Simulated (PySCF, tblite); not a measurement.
# BF3H3N, a complex of two parts as drawn: NMR shifts, interaction energy, infrared bands, spin-spin couplings and core binding energies

An exercise on one series of results from a longer session: the logs are not shown, and one member is left open.

Computed with tblite 0.8.0 and PySCF 2.14.0; each step states its level. No surroundings beyond the atoms listed, unless a continuum is named. Atoms count from 0, parts from 1.

## Starting point

8 atoms, charge 0, multiplicity 1; geometry: rigid parts in contact. Parts: 1 = atoms 0–3, `FB(F)F`, charge 0; 2 = atoms 4–7, `N`, charge 0.

The first run:

Job settings and geometry (Å):

```
{"job": {"kind": "dock", "xc": "GFN2-xTB", "basis": "xTB"}, "charge": 0, "multiplicity": 1, "parts": [{"atoms": "0-3", "charge": 0, "multiplicity": 1}, {"atoms": "4-7", "charge": 0, "multiplicity": 1}]}
F      0.965048     0.457642     0.742053
B      0.000172    -0.000058     0.000049
F     -0.093649     0.366597    -1.244045
F     -0.871571    -0.824182     0.501943
N     -0.612774     3.242528     0.071591
H      0.328715     2.962792    -0.174855
H     -0.571905     3.697963     0.975281
H     -1.165273     2.400463     0.176799
```

Method: GFN2-xTB search for minima from random contacts, gas phase.

The run is started by

```bash
$ OMP_NUM_THREADS=1 python cluster_run.py task.json out
```

One launch serves the whole session: the jobs run in the order shown.

Steps of the session up to this table: Bringing the parts together with GFN2-xTB; Optimising the geometry at PBE0-D3(BJ)/def2-SVPD; NMR shieldings: PBE0/pcSseg-2; Coupled-cluster interaction energy: CCSD(T) and MP2.

One of the session's tables, all rows but one given; the rest of the session is left out.

It belongs to the step «Coupled-cluster interaction energy: CCSD(T) and MP2». 

| method | interaction energy (kcal/mol) |
| --- | --- |
| HF/aug-cc-pVDZ | -46.82 |
| MP2/aug-cc-pVDZ | -42.73 |
| CCSD/aug-cc-pVDZ | -43.25 |
| CCSD(T)/aug-cc-pVDZ | -42.49 |
| HF/aug-cc-pVQZ | ? |
| MP2/aug-cc-pVQZ | -47.13 |
| SCS-MP2/aug-cc-pVQZ | -45.74 |
| MP2, extrapolated | -48.00 |
| CCSD(T), limit estimate | -47.75 |

Q: Estimate the row for HF/aug-cc-pVQZ from the others.

As computed: interaction energy (kcal/mol): -47.33. In the column «interaction energy (kcal/mol)» it lies between CCSD(T), limit estimate (-47.75) and MP2/aug-cc-pVQZ (-47.13).

At this geometry B1 and N4 of different parts are bonded (1.65 Å), so this energy is mostly that of cutting a chemical bond between strained fragments, not an intermolecular interaction.

Caveats from the session: The interaction energy leaves out the deformation of the parts, 25.48 kcal/mol at MP2. So large a deformation means that a part is far from its own minimum, so a sum across the two methods would be rough.
